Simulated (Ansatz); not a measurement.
# C5H12S: the cost of one run

Program: Ansatz 0.2.0, Gaussian basis. Level of theory: the settings change from run to run. These are calculated values, not measurements.

## Step 1: The molecule

The geometry comes from an earlier relaxation with PBE0-D4 in a triple-zeta def2 set; it is a stationary point, not always the lowest conformer.

SMILES `CCSC(C)C`, 18 atoms, charge 0, spin multiplicity 1.

Atoms are counted from 1 here; the program's logs count them from 0.

Bond lengths: C1–C2 1.517 Å, C1–H7 1.092 Å, C1–H8 1.092 Å, C1–H9 1.092 Å, C2–S3 1.807 Å, C2–H10 1.092 Å, C2–H11 1.092 Å, S3–C4 1.819 Å, C4–C5 1.519 Å, C4–C6 1.519 Å, C4–H12 1.096 Å, C5–H13 1.094 Å, C5–H14 1.091 Å, C5–H15 1.093 Å, C6–H16 1.093 Å, C6–H17 1.091 Å, C6–H18 1.094 Å. Angles: C2–C1–H7 110.3°, C2–C1–H8 111.1°, C2–C1–H9 111.1°, H7–C1–H8 108.1°, H7–C1–H9 108.2°, H8–C1–H9 108.0°, C1–C2–S3 108.8°, C1–C2–H10 110.2°, C1–C2–H11 110.2°, S3–C2–H10 109.7°, S3–C2–H11 109.7°, H10–C2–H11 108.2°, C2–S3–C4 103.0°, S3–C4–C5 112.8°, S3–C4–C6 112.8°, S3–C4–H12 101.2°, C5–C4–C6 112.2°, C5–C4–H12 108.5° and more.

## Step 2: wB97M-V/6-31G*

File in.yaml:

```yaml
crystal:
  periodic: [false, false, false]
  atoms:
    - {symbol: C, position_ang: [1.060728, -0.146841, 2.672635]}
    - {symbol: C, position_ang: [0.560256, 0.237242, 1.292771]}
    - {symbol: S, position_ang: [-0.107333, -1.234602, 0.485251]}
    - {symbol: C, position_ang: [-0.618629, -0.610357, -1.145338]}
    - {symbol: C, position_ang: [0.553095, -0.136250, -1.987871]}
    - {symbol: C, position_ang: [-1.722628, 0.429403, -1.058846]}
    - {symbol: H, position_ang: [1.466699, 0.728218, 3.185326]}
    - {symbol: H, position_ang: [0.253269, -0.554658, 3.284521]}
    - {symbol: H, position_ang: [1.848609, -0.900348, 2.609335]}
    - {symbol: H, position_ang: [-0.218551, 0.999087, 1.372546]}
    - {symbol: H, position_ang: [1.378372, 0.645703, 0.695134]}
    - {symbol: H, position_ang: [-1.029923, -1.518036, -1.600463]}
    - {symbol: H, position_ang: [0.216613, 0.112713, -2.998908]}
    - {symbol: H, position_ang: [1.324654, -0.903982, -2.058293]}
    - {symbol: H, position_ang: [1.005152, 0.764521, -1.565392]}
    - {symbol: H, position_ang: [-1.359468, 1.354275, -0.603960]}
    - {symbol: H, position_ang: [-2.562927, 0.064980, -0.466462]}
    - {symbol: H, position_ang: [-2.085689, 0.680431, -2.060084]}
basis:
  gaussian: {orbitals: "6-31G*"}
hamiltonian: {xc: {name: wB97M-V}}
```

Launch:

```
$ ansatz run in.yaml --threads 2 --pin off --events-out ev --progress --plain --max-ram 32768MiB --backend cpu
```

What time and memory should one allow on 2 threads of AMD EPYC 7R13, shared host?

About 9 s, with a peak of 0.42 GiB.
